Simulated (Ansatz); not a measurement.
HON⁺, quartet: the ladder up to UCCSDTQ

Geometry: that of the HON, triplet, kept fixed. The doublet lies 4.3 eV lower here.

```xyz
3

N     0.0000   -0.0590    0.7269
O     0.0000    0.1003   -0.5734
H     0.0000   -0.7728   -0.9996
```

Basis cc-pVDZ; Ansatz 0.2.0. Only valence electrons are correlated (noble-gas cores frozen), which leaves 11 electrons in 31 orbitals. R marks a restricted (for open shells ROHF) determinant, U an unrestricted one. Active spaces: valence = (11e, 9o) chosen from the atoms' valence shells.

Full CI isn't at hand for all of this; UCCSDTQ serves as the reference, and is uncertain by the last step of the cluster series or more. The frozen core follows each run's orbitals, which can shift R against U totals by a few meV.

HF rows: RHF is the lowest solution found, UHF is the lowest solution found. Coupled cluster chose its determinant by a search with trial CCSD, here up to 0.38 eV above the lowest Hartree–Fock solution of its kind, and MP2 stands on that determinant too.

```
UHF ⟨S²⟩                            : 3.776
⟨S²⟩ of the determinant under UCCSD : 3.768
T1 diagnostic (RCCSD)               : 0.0500
largest doubles amplitude (RCCSD)   : 0.046
T1 diagnostic (UCCSD)               : 0.0328
```

```
   level  E − E(determinant under the R cluster runs) (eV)
    RMP2                                           -7.1662
    UMP2                                           -7.2004
   RCCSD                                           -7.8408
   UCCSD                                           -7.8494
RCCSD(T)                                           -8.0555
UCCSD(T)                                           -8.0581
```

Problem. Estimate how far UCCSDTQ in cc-pVDZ lies from RCCSD(T). The table doesn't fix it; the size of (T) and the diagnostics are the guide.

Solution. UCCSDTQ in cc-pVDZ lies 45 meV below RCCSD(T), which is 21 % of the (T) step (-215 meV). T1 is raised, but (T) still catches most of what CCSD lacks. The miss exceeds 1 kcal/mol.

The other levels:

```csv
level,E − E(UCCSDTQ) (meV),share of correlation (%),wall time
RHF†,7836,–,–
UHF†,7494,–,0.27 s
BCCD(T),48,99.41,2 s
RCCSDT,19,99.76,–
UCCSDT,18,99.78,–
RCCSDT(Q),1,99.99,14 s
UCCSDT(Q),-4,100.05,12 s
RCCSDTQ,1,99.98,67 s (H100)
CASSCF (valence space)†,6014,–,–
NEVPT2 (valence space)†,1283,–,1.5 s
MRCISD (valence space)†,611,–,–
MRCISD+Q (valence space)†,326,–,3 s
```

A dagger marks rows that describe another state than the reference (another or a broken symmetry, a higher spin or other natural occupations), so the difference holds a gap between states beside the method's error.

The correlation energy at UCCSDTQ, counted from the determinant under the R cluster runs, is -8.100 eV. That run took 61 s on 2 threads of AMD EPYC 7R13 with a shared H100 80 GB, shared host.

Run but not shown, since their state, orbitals or frozen core can't be matched to the reference's or they repeat it: CISD.

Times hold each run's SCF and search for its determinant on a shared host, so for small cases they say little of a method's own cost; rows without a card ran on 1 thread of AMD EPYC 7R13. Some runs computed forces too.
